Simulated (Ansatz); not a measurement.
Take GaAs in the zinc blende structure (space group F-43m, No. 216; a = 5.7456 Å) as the base.

Levels (all Ansatz, a quantum-chemistry and plane-wave program, PAW): PBE (420 eV, spin-orbit coupling left out); r2SCAN (500 eV, no SOC).

Levels that relaxed their own cell: PBE and r2SCAN.

```tsv
level	band gap	lattice parameter a	electron mass at Γ
PBE	0.16 eV	5.746 Å	–
r2SCAN	0.96 eV	5.667 Å	0.051 mₑ
```

Measured: band gap 1.57 eV (static lattice; corrected from measurement; as listed in Wei Chen et al., Physical Review Materials (2018)); lattice parameter a 5.64 Å (static lattice; corrected from measurement; as listed in Daniel Mejia-Rodriguez, S. B. Trickey, Phys. Rev. B (2018)); electron mass at Γ 0.066 mₑ (temperature not stated; as listed in Magdalena Laurien, Oleg Rubel, Phys. Rev. B (2022)).

Computed minus measured — band gap: PBE -1.41 eV, r2SCAN -0.61 eV (closest: r2SCAN); lattice parameter a: PBE +1.9 %, r2SCAN +0.5 % (closest: r2SCAN); electron mass at Γ: r2SCAN -23 %. Measured values not marked as corrected hold thermal and zero-point effects that the static-lattice runs lack. A measured gap can be an optical one, lowered by exciton binding. Levels without spin-orbit coupling miss its lowering of the gap, often about a third of the valence-band splitting.

Masses are band curvatures over ±0.01 Å⁻¹ around the edge. Stability against distortions was not tested. A zero or small gap of GaAs can be the functional's error rather than a property of the material.
